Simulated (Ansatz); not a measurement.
# [H···H···H], doublet along the distance H1-H2

Starting geometry:

```xyz
3

H     0.0000    0.0000   -0.8190
H     0.0000    0.0000   -0.0740
H     0.0000    0.0000    0.8930
```

From there H2 is moved from one fragment to the other while all else, the fragments' distance too, stays fixed; atoms are numbered as listed. Energies are in kcal/mol, counted from the starting geometry at the same level.

Basis cc-pVQZ; Ansatz 0.2.0. Correlated methods freeze the noble-gas cores. Prefix R: restricted or restricted open-shell reference; prefix U: unrestricted. Active spaces: valence = (3e, 3o) chosen from the atoms' valence shells.

For open shells CISD is restricted-active-space CI with the open shells as a complete middle space.

Full CI is exact within this basis and frozen core; it isn't the basis-set limit.

```
distance H1-H2 (Å)  full CI  unpaired electrons (full CI)  error RMP2  error UMP2  error CISD  error UCCSD  error RCCSDT  error CASSCF (valence space)
             0.693      2.4                          1.01        -0.4        -0.5        -0.1          0.0           0.0                          -0.3
             0.745      0.0                          1.01         0.0         0.0         0.0          0.0           0.0                           0.0
             0.777     -0.7                          1.01         0.1         0.3         0.0          0.0           0.0                           0.2
             0.808     -1.1                          1.01         0.0         0.4         0.1          0.0           0.0                           0.3
             0.840     -1.3                          1.01        -0.1         0.5         0.1          0.0           0.0                           0.4
             0.872     -1.3                          1.01        -0.1         0.5         0.1          0.0           0.0                           0.4
             0.904     -1.1                          1.01         0.0         0.4         0.1          0.0           0.0                           0.3
             0.935     -0.7                          1.01         0.1         0.3         0.0          0.0           0.0                           0.2
             0.967      0.0                          1.01         0.0         0.0         0.0          0.0           0.0                           0.0
```

Unpaired electrons are Σ n²(2−n)² over natural occupations. Errors are those of relative energies. In total energy the starting point itself misses full CI by: RMP2 6.8, UMP2 6.7, CISD 0.4, UCCSD 0.3, RCCSDT 0.0, CASSCF (valence space) 22.3 kcal/mol.

Spread of the error over the points with a reference, to 0.967 Å (largest less smallest): RCCSDT 0.0, UCCSD 0.1, CISD 0.1, RMP2 0.4, CASSCF (valence space) 0.7, UMP2 1.0 kcal/mol.
